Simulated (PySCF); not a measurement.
Molecule: SMILES C(O)C1CC1, C₄H₈O.

Molfile (atoms numbered from 1):
```
C4H8O
     RDKit          3D

 13 13  0  0  0  0  0  0  0  0999 V2000
    2.0379   -0.8444   -0.6632 O   0  0  0  0  0  0  0  0  0  0  0  0
    1.3199    0.2184   -0.0987 C   0  0  0  0  0  0  0  0  0  0  0  0
   -0.1306    0.2177   -0.4956 C   0  0  0  0  0  0  0  0  0  0  0  0
   -1.0978   -0.6625    0.2487 C   0  0  0  0  0  0  0  0  0  0  0  0
   -1.1614    0.8280    0.4027 C   0  0  0  0  0  0  0  0  0  0  0  0
    1.5554   -1.6532   -0.4601 H   0  0  0  0  0  0  0  0  0  0  0  0
    1.3864    0.2229    1.0107 H   0  0  0  0  0  0  0  0  0  0  0  0
    1.8081    1.1436   -0.4456 H   0  0  0  0  0  0  0  0  0  0  0  0
   -0.2971    0.3140   -1.5741 H   0  0  0  0  0  0  0  0  0  0  0  0
   -0.7170   -1.2426    1.0962 H   0  0  0  0  0  0  0  0  0  0  0  0
   -1.8873   -1.1637   -0.3168 H   0  0  0  0  0  0  0  0  0  0  0  0
   -0.8210    1.2563    1.3504 H   0  0  0  0  0  0  0  0  0  0  0  0
   -1.9957    1.3654   -0.0546 H   0  0  0  0  0  0  0  0  0  0  0  0
  1  2  1  0
  2  3  1  0
  3  4  1  0
  4  5  1  0
  5  3  1  0
  1  6  1  0
  2  7  1  0
  2  8  1  0
  3  9  1  0
  4 10  1  0
  4 11  1  0
  5 12  1  0
  5 13  1  0
M  END
```

Geometry PBE0-D3(BJ)/def2-SVP throughout; GIAO in PySCF, gas phase, one conformer, non-relativistic; equivalent atoms averaged; basis pcSseg-2.

(1) How do the shifts δ (against H2O, TMS at the same level) depend on the functional? (ppm; last column core-seconds on shared hosts with different chips, so compare them loosely)

(2) Which nucleus moves most, in ppm?

## Answers

(1) 
```tsv
functional	kind	O1	C2	C3	C4/C5	H7/H8	H9	H6	H11/H13	H10/H12	core-s
HF	Hartree–Fock	24.4	65.0	12.7	0.9	2.93	0.92	0.69	0.44	0.04	15
LDA	LDA	55.8	78.7	20.3	3.6	3.55	1.21	0.21	0.51	0.09	32
PBE	GGA	54.1	77.0	19.2	3.9	3.47	1.11	0.09	0.49	0.08	40
BLYP	GGA	56.4	78.2	19.8	3.8	3.49	1.10	0.13	0.50	0.08	40
BP86	GGA	52.2	76.7	19.3	4.2	3.46	1.10	0.06	0.49	0.08	40
OPBE	GGA	48.3	73.5	17.8	4.9	3.41	1.09	0.11	0.48	0.09	40
KT2	GGA	53.5	75.3	17.4	2.4	3.44	1.08	0.04	0.48	0.04	41
KT3	GGA	52.0	74.2	17.1	3.2	3.41	1.06	0.11	0.49	0.07	40
B97-D	GGA	50.9	75.6	18.7	4.1	3.45	1.08	0.18	0.49	0.09	38
B3LYP	global hybrid	47.8	75.2	18.4	3.4	3.33	1.07	0.25	0.49	0.08	30
PBE0	global hybrid	43.7	73.3	17.6	3.5	3.28	1.07	0.23	0.48	0.07	30
mPW1PW91	global hybrid	43.0	73.2	17.6	3.7	3.27	1.07	0.23	0.48	0.08	29
WP04	global hybrid	41.0	73.9	18.7	5.4	3.17	1.05	0.47	0.52	0.17	53
B97-2	global hybrid	43.1	72.8	17.4	3.8	3.28	1.06	0.24	0.48	0.08	30
BHandHLYP	global hybrid	38.0	71.2	16.3	2.5	3.15	1.03	0.44	0.48	0.07	30
CAM-B3LYP	range-separated hybrid	43.6	74.1	18.0	3.2	3.29	1.11	0.33	0.52	0.11	41
wB97X-D	range-separated hybrid	40.0	72.8	17.9	4.0	3.23	1.07	0.25	0.49	0.11	39
LC-wPBE	range-separated hybrid	35.4	71.6	17.5	4.3	3.22	1.12	0.29	0.53	0.17	51
```

(2) O1 (alcohol oxygen): from 24.4 ppm with HF to 56.4 ppm with BLYP. The smallest spread is 0.09 ppm, at H11/H13. Proton shifts span only some 12 ppm, so a few tenths of a ppm matter as much there as several ppm in carbon.
